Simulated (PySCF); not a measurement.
Stepwise substitution at one centre (Al H-Cl). Gas-phase values, no solvent. Strings in code marks are SMILES.

Level of theory: PBE-D3(BJ)/def2-TZVP // PBE0-D3(BJ)/def2-TZVP in PySCF. Excitations are Tamm–Dancoff values on a coarser integration grid. The basis has no diffuse functions, so Rydberg states are missing or too high.

| species | dipole moment (D) | S1 excitation (TDA) (eV) | S1–T1 gap (TDA) (eV) |
|---|---|---|---|
| 0 of 3 H replaced by Cl (`[AlH3]`) | 0.00 | – | – |
| 1 of 3 H replaced by Cl | 1.12 | ___ | 0.34 |
| 2 of 3 H replaced by Cl | 0.92 | 5.79 | 0.26 |
| 3 of 3 H replaced by Cl (`[Cl][Al]([Cl])[Cl]`) | ___ | 5.95 | 0.24 |

What belongs in the gaps?


- 1 of 3 H replaced by Cl, S1 excitation (TDA) (eV): 4.96
- 3 of 3 H replaced by Cl (`[Cl][Al]([Cl])[Cl]`), dipole moment (D): 0.00
